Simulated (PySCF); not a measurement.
B$_{2}$H, quartet along the angle B2-B1-H3

Starting geometry (PBE0/def2-TZVP stationary point for this spin, not checked as a minimum):

```csv
atom,x (Å),y (Å),z (Å)
B,0.0000,0.0000,0.1141
B,0.0000,0.0000,-1.4064
H,0.0000,0.0000,1.2923
```

From there the angle named below is changed in its plane at fixed bond lengths, both arms turning rigidly about the middle atom; atoms are numbered as listed. Energies are in eV, counted from the starting geometry at the same level. Kohn–Sham curves keep the symmetry of the cluster determinant, unrestricted for open shells and where UHF breaks spin symmetry.

Basis 6-31G; PySCF 2.14.0. Only valence electrons are correlated (noble-gas cores frozen).

In so small a basis the reference is far from its limit while semilocal and hybrid functionals are nearer theirs (RPA and double hybrids share much of the reference's basis error), so the functionals' errors here hold much of the reference's basis and frozen-core error, which can add to them or hide them.

Full CI is exact within this basis and frozen core; it isn't the basis-set limit.

```csv
angle B2-B1-H3 (°),full CI,PBE,r2SCAN,PBE0,B3LYP,BHLYP,wB97M-V,B2PLYP
69.0,1.889,1.866,1.818,1.917,1.949,2.000,2.102,1.948
89.2,1.468,1.429,1.402,1.475,1.479,1.511,1.607,1.499
108.1,1.006,0.977,0.964,1.016,1.011,1.039,1.103,1.033
122.9,0.656,0.642,0.637,0.672,0.668,0.694,0.728,0.683
143.7,0.261,0.270,0.268,0.283,0.282,0.297,0.306,0.284
161.6,0.061,0.071,0.070,0.074,0.074,0.078,0.080,0.073
180.0,0.000,0.000,0.000,0.000,0.000,0.000,0.000,0.000
```

(1) Judged by the spread of the error over the points with a reference (largest less smallest), which of these follows full CI best and which worst?

## Answers

(1) Subtracting the full CI column from each: best PBE0 (errors from 0.000 to 0.028, spread 0.028 eV), worst wB97M-V (from 0.000 to 0.213, spread 0.213 eV). Functionals and wave-function methods converge differently with the basis, so part of this is basis effect.
